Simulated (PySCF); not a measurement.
Computed NMR parameters against published values

Molfile (atoms numbered from 1):
```
C3H9N
     RDKit          3D

 13 12  0  0  0  0  0  0  0  0999 V2000
   -1.7744   -0.4820   -0.3228 C   0  0  0  0  0  0  0  0  0  0  0  0
   -0.2631   -0.5548   -0.2255 C   0  0  0  0  0  0  0  0  0  0  0  0
    0.3028    0.7152    0.1604 N   0  0  0  0  0  0  0  0  0  0  0  0
    1.7376    0.7138    0.2739 C   0  0  0  0  0  0  0  0  0  0  0  0
   -2.0767    0.3075   -1.0268 H   0  0  0  0  0  0  0  0  0  0  0  0
   -2.1990   -1.4384   -0.6621 H   0  0  0  0  0  0  0  0  0  0  0  0
   -2.2248   -0.2496    0.6566 H   0  0  0  0  0  0  0  0  0  0  0  0
    0.0271   -1.3855    0.4606 H   0  0  0  0  0  0  0  0  0  0  0  0
    0.1562   -0.8285   -1.2108 H   0  0  0  0  0  0  0  0  0  0  0  0
   -0.1200    1.0305    1.0306 H   0  0  0  0  0  0  0  0  0  0  0  0
    2.0935    1.6991    0.6114 H   0  0  0  0  0  0  0  0  0  0  0  0
    2.1920    0.5264   -0.7136 H   0  0  0  0  0  0  0  0  0  0  0  0
    2.1488   -0.0535    0.9682 H   0  0  0  0  0  0  0  0  0  0  0  0
  1  2  1  0
  2  3  1  0
  3  4  1  0
  1  5  1  0
  1  6  1  0
  1  7  1  0
  2  8  1  0
  2  9  1  0
  3 10  1  0
  4 11  1  0
  4 12  1  0
  4 13  1  0
M  END
```

What is known from experiment: δ ¹³C C2 45.9; C1 14.3 ppm (measured; solution, not stated per compound (mostly CDCl3 or CCl4); Pretsch, Buehlmann, Badertscher, Structure Determination of Organic Compounds, 4th ed. (2009)).

[PySCF 2.14.0 with density-fitted response routines: NMR shieldings at PBE0/pcSseg-1/GIAO; PBE0-D3(BJ)/def2-SVP structure; no solvent; rapidly exchanging positions averaged; no relativistic terms; a single conformation]

Q: Set the calculated values beside the experiment.

A: 
Reference values: measured (solution, not stated per compound (mostly CDCl3 or CCl4); Pretsch, Buehlmann, Badertscher, Structure Determination of Organic Compounds, 4th ed. (2009)).
```csv
atoms,quantity,reference,computed,"computed, scaled"
C2,δ ¹³C,45.9,48.8,46.8
C1,δ ¹³C,14.3,17.9,16.6
```

Computed shifts are σ(ref) − σ with the named reference compound (TMS for H and C) calculated as an isolated molecule at the same level. The measured values may be among those fitted. Empirical linear scaling, fitted to shifts measured mostly in CDCl3 for H and C (δ vs TMS): ¹³C: δ = 178.46 − 0.972σ (rms 2.0 ppm, 209 shifts, 2.2 ppm with the 3 outliers that the fit left out). A few per cent of atoms miss by over 2 rms, more outside the fitted compound classes.

Q: How far are the unscaled ¹³C shifts from the references?

A: Mean signed difference +3.25 ppm, mean absolute 3.25 ppm over 2 comparisons; the largest is +3.6 ppm at C1 (methyl carbon).
